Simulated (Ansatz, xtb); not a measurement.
Acid–base and redox partners of C[SiH3]. Isolated molecules, 0 K electronic values unless said otherwise. Strings in code marks are SMILES.

Quantity: bond dissociation enthalpy (X–H) at 298 K, in kcal/mol. HF references are unrestricted for open shells and restricted for singlets. Thermal and zero-point terms are GFN2-xTB rigid-rotor harmonic values (xtb).

Case: H atom removed from Si2: `C[SiH2]`. The other species in the difference include `C[SiH3]` (neutral, multiplicity 1). Geometry of `C[SiH2]` (neutral, multiplicity 2, Å):

```xyz
7

C     -0.8176    -0.0038     0.0017
Si     1.0062     0.0748    -0.4300
H     -1.3206     0.9308    -0.2541
H     -1.3121    -0.8145    -0.5369
H     -0.9531    -0.1781     1.0736
H      1.6935     1.1960     0.2696
H      1.7038    -1.2052    -0.1239
```

### Question
Give the bond dissociation enthalpy (X–H) at 298 K at the level frozen-core CCSD(T)/cc-pVTZ // r2SCAN-D4/def2-TZVP (Ansatz, a first-principles code).

### Answer
91.5 kcal/mol.
